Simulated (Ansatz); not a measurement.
# BF+ (doublet): the correlation ladder at distance B1–F2 = 1.494 Å, 6-31G

How much of the correlation energy of BF+ (doublet) does each wave-function method recover here?

Program: Ansatz 0.2.0, Gaussian basis. Level of theory: 6-31G, core rule «outside noble gas», up to 2 orbitals frozen. These are calculated values, not measurements.

Plan: UHF; CCSD(T) on ROHF; CCSD(T) on UHF; BCCD(T) on ROHF; CISD; CCSDT(Q) on ROHF; CCSDT(Q) on UHF; CISDTQ; CCSDTQ on ROHF; CCSDTQ on UHF; CASSCF and MRCISD+Q, 3 electrons in 3 orbitals; CASSCF and NEVPT2, 3 electrons in 3 orbitals; CASSCF and MRCISD+Q, 9 electrons in 8 orbitals; CASSCF and NEVPT2, 9 electrons in 8 orbitals; Full CI.

30 further runs of the same task are left out: 8 for a known fault of the program, 14 that didn't finish, 8 set aside as unsound or not needed.

### 1 The geometry

The geometry derives from a PBE0/def2-TZVP stationary point (not a proven minimum). One bond is set to the value named and the two fragments are kept rigid.

2 atoms, charge 1, spin multiplicity 2.

Atoms are counted from 1 here; the program's logs count them from 0.

Bond lengths: B1–F2 1.494 Å.

As a file:

```xyz
2

B     0.0000    0.0000    0.0000
F     0.0000    0.0000    1.4940
```

### 2 UHF

Input file in.yaml:

```yaml
crystal:
  periodic: [false, false, false]
  atoms:
    - {symbol: B, position_ang: [0.000000, 0.000000, 0.000000]}
    - {symbol: F, position_ang: [0.000000, 0.000000, 1.494000]}
basis:
  gaussian: {orbitals: 6-31G}
total_charge: 1
magnetization: {spin_polarized: true, initial_magnetization: 1}
hamiltonian: {xc: hf}
output: {orbitals: {seedname: orbitals}}
```

The run is started by

```console
$ ansatz run in.yaml --threads 1 --pin off --events-out ev --progress --plain --max-ram 2393MiB
```

After this run come: CCSD(T) on ROHF; CCSD(T) on UHF; BCCD(T) on ROHF; CISD; CCSDT(Q) on ROHF; CCSDT(Q) on UHF; CISDTQ; CCSDTQ on ROHF; CCSDTQ on UHF; CASSCF and MRCISD+Q, 3 electrons in 3 orbitals; CASSCF and NEVPT2, 3 electrons in 3 orbitals; CASSCF and MRCISD+Q, 9 electrons in 8 orbitals; CASSCF and NEVPT2, 9 electrons in 8 orbitals; Full CI.

Before running them: what should the planned runs give, taken together? Wanted: FCI below the RHF energy; RMP2 from FCI; UMP2 from FCI; RCCSD from FCI; RCCSD(T) from FCI; UCCSD(T) from FCI; RCCSDT(Q) from FCI; UCCSDT(Q) from FCI; NEVPT2 pair from FCI.

As calculated:

| quantity | value |
| --- | --- |
| FCI below the RHF energy | -4.8033 eV |
| RMP2 from FCI | +6.88 kcal/mol |
| UMP2 from FCI | +6.91 kcal/mol |
| RCCSD from FCI | +5.29 kcal/mol |
| RCCSD(T) from FCI | +0.97 kcal/mol |
| UCCSD(T) from FCI | +1.01 kcal/mol |
| RCCSDT(Q) from FCI | +0.12 kcal/mol |
| UCCSDT(Q) from FCI | -0.42 kcal/mol |
| NEVPT2 pair from FCI | +7.25 kcal/mol |
| MRCISD+Q pair from FCI | +2.31 kcal/mol |
| NEVPT2 valence from FCI | +9.73 kcal/mol |
| levels within 1 kcal/mol (43 meV) | RCCSD(T), BCCD(T), RCCSDT, UCCSDT, CISDTQ, RCCSDT(Q), UCCSDT(Q), RCCSDTQ, UCCSDTQ |
| T1 diagnostic | 0.041 |
| effectively unpaired electrons | 1.05 |

What this shows: RCCSD(T) misses by +0.97 kcal/mol, 0.9 % of the correlation energy. UCCSDT(Q), RCCSDTQ, UCCSDTQ fall below full CI: unrestricted runs freeze a spin-polarised core, another one than full CI's, and coupled cluster isn't variational. The occupations are near whole numbers, but T1 = 0.041 shows that the orbitals relax strongly. Of the multireference levels listed MRCISD+Q pair comes nearest in total energy (+2.31 kcal/mol), which doesn't show that its space is the better one. These misses are within one basis, not against nature; the frozen cores of restricted and unrestricted runs differ, which can shift their rows.
